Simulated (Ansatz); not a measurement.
in.yaml

```yaml
crystal:
  periodic: [false, false, false]
  atoms:
    - {symbol: Ge, position_ang: [0.000000, -0.031660, 0.685831]}
    - {symbol: P, position_ang: [0.000000, 0.023387, -1.634127]}
    - {symbol: H, position_ang: [0.000000, 1.562951, 0.790027]}
basis:
  gaussian: {orbitals: cc-pVDZ}
total_charge: 1
magnetization: {spin_polarized: false, initial_magnetization: 1}
hamiltonian: {xc: {name: PBE0}, pseudopotentials: {relativity: scalar}}
correlation: {method: ccsd_t, electrons: outside_noble_gas}
```

```sh
$ ansatz run in.yaml --threads 1 --pin off --events-out ev --progress --plain --max-ram 2393MiB
```

(1) Roughly how long does this take on 1 thread of Arm Neoverse V2, shared host, and how much host memory?

```
565 factors; integrals over basis functions are off by at most 1.1e-3 eV
mean field evaluation 1: about -66285.1616 eV, gradient 1.4e1 eV
mean field evaluation 2: about -66285.1909 eV, gradient 1.4e1 eV
mean field evaluation 4: about -66285.7996 eV, gradient 8.1e0 eV
mean field evaluation 8: about -66286.1394 eV, gradient 3.0e-1 eV
mean field evaluation 16: about -66286.1401 eV, gradient 6.8e-4 eV
mean field evaluation 32: about -66285.4138 eV, gradient 2.7e0 eV
mean field -66286.14012386 eV, -2435.9707191923 hartree, gradient 3.6e-6 eV, S^2 0.750000; 4 other end points of the search recorded, 0 dependent functions left out
unrestricted determinant -66236.87745023 eV, -2434.1603493280 hartree, S^2 1.6618
19 core orbitals not correlated: weight in the atoms' cores, before any rotation towards them, 0.999 or more for the frozen orbitals, at most 0.000 for the correlated occupied ones
reference -66235.55188229 eV, -2434.1116356048 hartree; 5, 4 occupied and 26, 27 virtual orbitals, 565 factors
second order -4.71651724 eV of doubles, -0.30038674 eV of singles
cycle   1  -5.28847733 eV  change   -2.7e-1 eV  update   1.2e-1
cycle   2  -5.53833727 eV  change   -2.5e-1 eV  update   4.9e-2
cycle   3  -5.65702016 eV  change   -1.2e-1 eV  update   2.5e-2
cycle   4  -5.66513817 eV  change   -8.1e-3 eV  update   1.3e-2
cycle   5  -5.66680382 eV  change   -1.7e-3 eV  update   9.6e-3
cycle   6  -5.66651088 eV  change    2.9e-4 eV  update   6.8e-3
cycle   7  -5.66905052 eV  change   -2.5e-3 eV  update   5.0e-3
cycle   8  -5.67189062 eV  change   -2.8e-3 eV  update   4.1e-3
cycle   9  -5.67413541 eV  change   -2.2e-3 eV  update   3.3e-3
cycle  10  -5.67681586 eV  change   -2.7e-3 eV  update   2.7e-3
cycle  11  -5.68155361 eV  change   -4.7e-3 eV  update   2.0e-3
cycle  12  -5.68193979 eV  change   -3.9e-4 eV  update   1.2e-3
cycle  13  -5.68274819 eV  change   -8.1e-4 eV  update   6.2e-4
cycle  14  -5.68231210 eV  change    4.4e-4 eV  update   3.3e-4
cycle  15  -5.68252863 eV  change   -2.2e-4 eV  update   1.5e-4
cycle  16  -5.68258353 eV  change   -5.5e-5 eV  update   8.5e-5
cycle  17  -5.68255472 eV  change    2.9e-5 eV  update   3.9e-5
cycle  18  -5.68256688 eV  change   -1.2e-5 eV  update   2.1e-5
cycle  19  -5.68255375 eV  change    1.3e-5 eV  update   1.4e-5
cycle  20  -5.68256630 eV  change   -1.3e-5 eV  update   8.7e-6
cycle  21  -5.68256814 eV  change   -1.8e-6 eV  update   4.3e-6
perturbative correction -0.29875468 eV, -0.0109790319 hartree
Total energy: -66241.53320511 eV, -2434.3314451640 hartree
Relativity: scalar
```

## Answers

(1) 4.3 s wall and 0.24 GiB.
